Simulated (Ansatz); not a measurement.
# H$_{2}$Si–GeH, doublet: the ladder up to UCCSDT(Q)

Geometry: displaced at random from a stationary point.

```xyz
5

Si    0.1174    0.0142    1.6440
Ge   -0.0475   -0.0239   -0.6962
H     0.0291    1.1578    2.5765
H     0.1123   -1.2926    2.5133
H     0.0092    1.4632   -0.7259
```

Basis cc-pVDZ; Ansatz 0.2.0. Correlated methods freeze the noble-gas cores and the filled d shells of p-block atoms, which leaves 11 electrons in 41 orbitals. R marks a restricted (for open shells ROHF) determinant, U an unrestricted one. No spin–orbit coupling is included, and no scalar relativity.

Full CI isn't at hand for all of this; UCCSDT(Q) serves as the reference, and is uncertain by about the last step of the cluster series. The frozen core follows each run's orbitals, which can shift R against U totals by a few meV for light atoms and by up to 0.1 eV past Ca.

```
UHF ⟨S²⟩                          : 0.830
T1 diagnostic (RCCSD)             : 0.0224
largest doubles amplitude (RCCSD) : 0.055
T1 diagnostic (UCCSD)             : 0.0330
```

| level | E − E(RHF) (eV) |
| --- | --- |
| UHF | -0.0959 |
| UMP2 | -4.5535 |
| UCCSD | -5.7037 |
| UCCSD(T) | -5.8767 |

Estimate how far UCCSDT(Q) in cc-pVDZ lies from UCCSD(T). The table doesn't fix it; the size of (T) and the diagnostics are the guide.

UCCSDT(Q) in cc-pVDZ lies 4.8 kJ/mol below UCCSD(T), which is 29 % of the (T) step (-16.7 kJ/mol). T1 is raised, and the rest is a large part of (T). The miss exceeds 1 kcal/mol.

The other levels:

| level | E − E(UCCSDT(Q)) (kJ/mol) | share of correlation (%) | wall time |
| --- | --- | --- | --- |
| UCCSDT | 1.0 | 99.83 | – |

The correlation energy at UCCSDT(Q), counted from RHF, is -5.926 eV. That run took 82 s on 1 thread of Arm Neoverse V1, shared host.

Run but not shown, since their state or frozen core can't be matched to the reference's or they repeat it: RHF, RMP2, CISD, RCCSD, RCCSD(T), BCCD(T), RCCSDT, RCCSDT(Q).

Times hold each run's SCF and search for its determinant on a shared host, so for small cases they say little of a method's own cost; they ran on 1 thread of Arm Neoverse V1.
